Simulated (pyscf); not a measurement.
Single points on ωB97X-D3(BJ)/def2-SVP structures (PySCF, gas phase).

Task: PBE/def2-TZVP puts the barrier of `[OH][B]([F])[F]` + `[H][H]` → `[F][BH][F]` + `[OH2]` (four-centre exchange; singlet surface; B–O, H–H broken, B–H, H–O formed) at 40.5 kcal/mol and the reaction energy at +26.1 kcal/mol, from the separated reactants. What do PBE0-D3(BJ)/def2-TZVP, M06-2X/def2-TZVP, ωB97M-D3(BJ)/def2-TZVP give on the same structures?

Result: PBE0-D3(BJ): ΔE‡ = 43.0 kcal/mol, ΔE = +26.6 kcal/mol; M06-2X: ΔE‡ = 48.7 kcal/mol, ΔE = +29.4 kcal/mol; ωB97M-D3(BJ): ΔE‡ = 46.7 kcal/mol, ΔE = +26.6 kcal/mol. PBE's barrier lies under all of them, by 2.5 to 8.2 kcal/mol. Its reaction energy lies under all of them, by 0.5 to 3.3 kcal/mol. Low barriers are usual for a GGA, whose delocalisation error favours stretched bonds. On the product side the descent ends in an adduct with a B–O contact (not fully relaxed), 8.0 kcal/mol under the separated species and 28.8 kcal/mol under the saddle at ωB97X-D3(BJ)/def2-TZVP. What is counted as broken (B–O) persists as a longer contact in the product adduct; parting that adduct is a step of its own. At the saddle there is also a short B–H contact that neither side keeps. One saddle was located; it need not be the lowest between these sides.
